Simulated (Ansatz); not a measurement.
Elements on the sites of an ideal diamond lattice, at a guessed lattice constant:

```
CELL_PARAMETERS angstrom
-5.01671 5.01671 0.00000
-5.01671 0.00000 5.01671
0.00000 5.01671 5.01671
ATOMIC_POSITIONS crystal
C 0.87500 0.87500 0.37500
C 0.37500 0.87500 0.37500
C 0.87500 0.87500 0.87500
Si 0.00000 0.00000 0.00000
Si 0.50000 0.00000 0.00000
Si 0.00000 0.50000 0.00000
Si 0.00000 0.00000 0.50000
Si 0.50000 0.50000 0.00000
Si 0.50000 0.00000 0.50000
Si 0.00000 0.50000 0.50000
Si 0.50000 0.50000 0.50000
Si 0.87500 0.37500 0.37500
Si 0.37500 0.37500 0.37500
Si 0.37500 0.87500 0.87500
Si 0.87500 0.37500 0.87500
Si 0.37500 0.37500 0.87500
```

Cell and atoms were relaxed without symmetry on coarser meshes and computed once more. These are results of DFT PBE, scalar-relativistic, plane waves, PAW (Ansatz), not measurements.

Settings: cutoff 420 eV, Γ-centred mesh 6×6×6 on the computed 16-atom cell, Gaussian smearing of 0.10 eV; no spin polarisation.

The relaxation ran on 2×2×2 (shifted) k points with a smearing of 0.1 eV, from sites shaken by 0.02 Å.

Question: What does the relaxation give?

Answer: A volume of 16.36 Å³/atom and no gap on the mesh. It lies 0.29 eV/atom above the elements' standard states (static lattices, no corrections for gases). The atoms leave their sites by 0.17 Å (root mean square) and 0.27 Å at most, and the cell stretches by up to 1.8 % at fixed volume.

```yaml
crystal:
  lattice:
    - [-5.01293, 5.02418, -0.05724]
    - [-5.07716, -0.12147, 5.07711]
    - [0.05722, 5.02415, 5.01286]
  atoms:
    - { symbol: C, position: [0.87177, 0.87309, 0.37204] }
    - { symbol: C, position: [0.38549, 0.87310, 0.37042] }
    - { symbol: C, position: [0.87024, 0.87311, 0.88566] }
    - { symbol: Si, position: [0.97958, 0.97414, 0.02458] }
    - { symbol: Si, position: [0.52406, 0.97497, 0.02422] }
    - { symbol: Si, position: [0.98497, 0.54532, 0.98792] }
    - { symbol: Si, position: [0.01002, 0.97067, 0.51018] }
    - { symbol: Si, position: [0.50210, 0.49272, 0.00399] }
    - { symbol: Si, position: [0.52433, 0.97388, 0.48008] }
    - { symbol: Si, position: [0.98429, 0.54516, 0.48552] }
    - { symbol: Si, position: [0.48868, 0.54529, 0.48447] }
    - { symbol: Si, position: [0.87586, 0.37366, 0.37504] }
    - { symbol: Si, position: [0.37266, 0.36882, 0.38599] }
    - { symbol: Si, position: [0.37725, 0.86721, 0.87776] }
    - { symbol: Si, position: [0.88412, 0.36911, 0.87391] }
    - { symbol: Si, position: [0.37225, 0.36971, 0.87167] }
```

The final mesh leaves forces up to 0.16 eV/Å and stresses up to 1.0 GPa: the relaxation ran on a coarser mesh, so the cell's shape, its bonds and its energy belong partly to that mesh.

Cost: 2 runs of about 1.8 core-minutes in all (earlier runs that led there not counted), on Intel Xeon 6975P-C (Granite Rapids) (shared hosts).